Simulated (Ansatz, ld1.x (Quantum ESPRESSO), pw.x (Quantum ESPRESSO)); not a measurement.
## pw.x on sc Ir: one setting changed

Potential: norm-conserving Troullier–Martins (Kleinman–Bylander form), ld1.x (Quantum ESPRESSO) 7.5, LDA (PW92); core [Xe] 4f14, reference 5d7 6s2 6p0; waves: 6p (bound, empty): rc 3.45 bohr; 5d (bound): rc 1.95 bohr; 5f channel at 0.5 Ry: rc 3.10 bohr; 6s (bound): rc 2.25 bohr; local part: the s channel; core correction: Bessel-smoothed model core inside 2.05 bohr.

The reference run (k-mesh 13³, cutoffs 55/220 Ry, Fermi–Dirac 0.01 Ry, mixing_beta 0.4, conv_thr 1e-9, no spin) gives 4.55 GPa at 16.056 Å³/atom, where all-electron LAPW gives 2.06 GPa. This run, with its own iteration cap, changes k-mesh points per axis to 6.

```
&control
  calculation='scf', prefix='x', pseudo_dir='./', outdir='./tmp', tstress=.true., disk_io='none'
/
&system
  ibrav=0, nat=1, ntyp=1, ecutwfc=55, ecutrho=220, nbnd=12,
  occupations='smearing', smearing='fd', degauss=0.01
/
&electrons
  conv_thr=1e-09, mixing_beta=0.4, electron_maxstep=60
/
ATOMIC_SPECIES
Ir 1.0 Ir.UPF
CELL_PARAMETERS angstrom
  2.52277849 0.00000000 0.00000000
  0.00000000 2.52277849 0.00000000
  0.00000000 0.00000000 2.52277849
ATOMIC_POSITIONS crystal
Ir 0.0000 0.0000 0.0000
K_POINTS automatic
6 6 6 0 0 0
```

```bash
pw.x < Ir.scf.in > Ir.scf.out
```

**Question.** How does the run end?

**Answer.** It converges in 6 iterations; the free energy moves by +251.0 meV/atom and the pressure by +2.88 GPa.

```
Message from routine setup:
     using ibrav=0 with symmetry is DISCOURAGED, use correct ibrav instead
     lattice parameter (alat)  =       4.7674  a.u.
     unit-cell volume          =     108.3513 (a.u.)^3
     number of electrons       =         9.00
     number of Kohn-Sham states=           12
     kinetic-energy cutoff     =      55.0000  Ry
     charge density cutoff     =     220.0000  Ry
     scf convergence threshold =      1.0E-09
     Exchange-correlation= PW
     number of k points=    20  Fermi-Dirac smearing, width (Ry)=  0.0100
     iteration #  1     ecut=    55.00 Ry     beta= 0.40
     total energy              =     -47.93534944 Ry
     estimated scf accuracy    <       0.00284419 Ry
     iteration #  2     ecut=    55.00 Ry     beta= 0.40
     total energy              =     -47.93552091 Ry
     estimated scf accuracy    <       0.00044210 Ry
     iteration #  3     ecut=    55.00 Ry     beta= 0.40
     total energy              =     -47.93552879 Ry
     estimated scf accuracy    <       0.00007234 Ry
     iteration #  4     ecut=    55.00 Ry     beta= 0.40
     total energy              =     -47.93553062 Ry
     estimated scf accuracy    <       0.00000040 Ry
     iteration #  5     ecut=    55.00 Ry     beta= 0.40
     total energy              =     -47.93553065 Ry
     estimated scf accuracy    <       0.00000006 Ry
     iteration #  6     ecut=    55.00 Ry     beta= 0.40
     the Fermi energy is    15.9146 ev
!    total energy              =     -47.93553066 Ry
     estimated scf accuracy    <          2.2E-10 Ry
     smearing contrib. (-TS)   =      -0.00865906 Ry
     The total energy is F=E-TS. E is the sum of the following terms:
     one-electron contribution =      13.51095218 Ry
     hartree contribution      =       3.14530078 Ry
     xc contribution           =     -16.37592479 Ry
     ewald contribution        =     -48.20719976 Ry
     convergence has been achieved in   6 iterations
          total   stress  (Ry/bohr**3)                   (kbar)     P=       74.25
     Message from routine punch:
     Nothing written, as per user request (disk_io='none')
```

The run took about 1.4 s on one core of a shared host (Neoverse-V2, 96 threads, 742 GiB, load 33).
